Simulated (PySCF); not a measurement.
# The bond of AlH−, level by level

Aim: find the lowest electronic state of AlH−, scan its bond at several levels of theory, and get bond length, wavenumber and dissociation energy from each curve.

Method: Al aug-cc-pV(D+d)Z, H aug-cc-pVDZ, no relativity; program: PySCF 2.14.0.

## 1. The job

A driver script around PySCF takes these settings:

| Property | Result |
| --- | --- |
| atoms | Al, H |
| charge | -1 |
| basis | Al aug-cc-pV(D+d)Z, H aug-cc-pVDZ |
| Hamiltonian | no relativity |
| basis functions | 41 |
| electrons treated | 15 |
| masses in u | 26.9815, 1.0078 |
| levels | PBE0, PBE, r²SCAN, BLYP, B97-3, PW91, LC-ωPBE, MP2, SCS-MP2, CCSD, CCSD(T) |
| grid | 80 radial by 434 angular points |
| occupations | held fixed by the projection of orbital angular momentum |
| dissociation limit | Al + H−, each in its ground configuration |
| starting distance in angstrom | 1.615 |
| values of 2S to try | 1, 3 |

Command:

```bash
> OMP_NUM_THREADS=1 python dia.py task.json out
```

The runs that follow: First curve: PBE0; PBE (GGA); r²SCAN (meta-GGA); BLYP; B97-3; PW91; LC-ωPBE (range-separated hybrid); Correlated methods on the Hartree–Fock reference.

Q: Predict the outcome of this session. Wanted: for each run, Re; ωe; De; μ.

**Answer**, as computed:

Lowest PBE0 solution found, without spin–orbit coupling: ²Π (doublet), unpaired electrons π ↑.

```tsv
level	Re (Å)	ωe (cm⁻¹)	De (eV)	μ (D)
UHF-MP2	1.689	1519	2.57	n/a
UHF-SCS-MP2	1.690	1507	2.48	n/a
UHF-CCSD	1.695	1478	2.42	n/a
UHF-CCSD(T)	1.697	1469	2.46	n/a
PBE	1.718	1418	2.67	-0.03
PW91	1.714	1423	2.69	-0.03
BLYP	1.713	1415	2.46	-0.15
r²SCAN	1.699	1471	2.72	0.19
PBE0	1.702	1470	2.70	0.11
B97-3	1.698	1485	2.60	0.11
LC-ωPBE	1.693	1508	2.65	0.31
```

De is counted to Al + H− in their ground configurations. A positive dipole points from Al to H; in an ion it is taken about the centre of mass and does not tell which atom is negative.

Differences from CCSD(T) in the same basis:

```tsv
level	Re (mÅ)	ωe (%)
UHF-MP2	-9	+3.4
UHF-SCS-MP2	-7	+2.6
UHF-CCSD	-2	+0.6
PBE	+21	-3.4
PW91	+17	-3.1
BLYP	+16	-3.6
r²SCAN	+2	+0.1
PBE0	+5	+0.1
B97-3	0	+1.1
LC-ωPBE	-4	+2.6
```

Against CCSD(T) in the same basis, the bond length is nearest at B97-3 (0 mÅ) and farthest at PBE (+21 mÅ); the wavenumber is nearest at r²SCAN and PBE0 (+0.1 %) and farthest at BLYP (-3.6 %). PBE has the long and soft bond that GGAs tend to give. CCSD(T) in a basis this small is itself some way from its limit, more so than the functionals. Of the levels with a De here, UHF-CCSD gives the least (2.42 eV) and r²SCAN the most (2.72 eV).

Correlated steps freeze 5 core orbitals. With some functionals the highest level of the anion is positive, mostly a sign of self-interaction error; the finite basis then holds the extra electron, and no neutral molecule was run to test the binding.
